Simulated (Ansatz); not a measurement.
**BF, singlet: reading a ladder of total energies**

Geometry: a PBE0/def2-TZVP stationary point for this spin.

```xyz
2

B     0.0000    0.0000    0.0000
F     0.0000    0.0000    1.2631
```

Basis cc-pVDZ; Ansatz 0.2.0. Correlated methods freeze the noble-gas cores, which leaves 10 electrons in 26 orbitals. R marks a restricted (for open shells ROHF) determinant.

Full CI isn't at hand for all of this; RCCSDTQ serves as the reference, and is uncertain by the last step of the cluster series or more.

RCCSD has a T1 diagnostic of 0.017 and a largest doubles amplitude of 0.11.

Runs differ by some tens of microhartree through their thresholds, so steps under 0.03 kcal/mol mean nothing.

```json
{"level": "RHF", "total energy (hartree)": "-124.107478"}
{"level": "RMP2", "total energy (hartree)": "-124.357206"}
{"level": "RCCSD", "total energy (hartree)": "-124.373241"}
{"level": "RCCSD(T)", "total energy (hartree)": "-124.379179"}
{"level": "RCCSDT", "total energy (hartree)": "-124.379584"}
{"level": "RCCSDT(Q)", "total energy (hartree)": "-124.380170"}
{"level": "RCCSDTQ", "total energy (hartree)": "-124.380121"}
```

Task: What is the correlation energy at RCCSDTQ, and what share of it do RMP2 and RCCSD(T) recover?

Result: E(corr) = -124.380121 − (-124.107478) = -0.272643 hartree = -7.419 eV. RMP2: -0.249728 / -0.272643 = 91.60 %. RCCSD(T): -0.271701 / -0.272643 = 99.65 %.

Task: By how many kcal/mol does RCCSD(T) miss RCCSDTQ (1 hartree = 627.509 kcal/mol), and which steps make up the rest?

Result: -124.379179 − (-124.380121) = 0.000942 hartree = 0.59 kcal/mol. Steps: RCCSDT − RCCSD(T) = -0.25, RCCSDT(Q) − RCCSDT = -0.37, RCCSDTQ − RCCSDT(Q) = 0.03 kcal/mol. That is within 1 kcal/mol of the reference in this basis, which itself misses far more of the correlation at the basis-set limit.
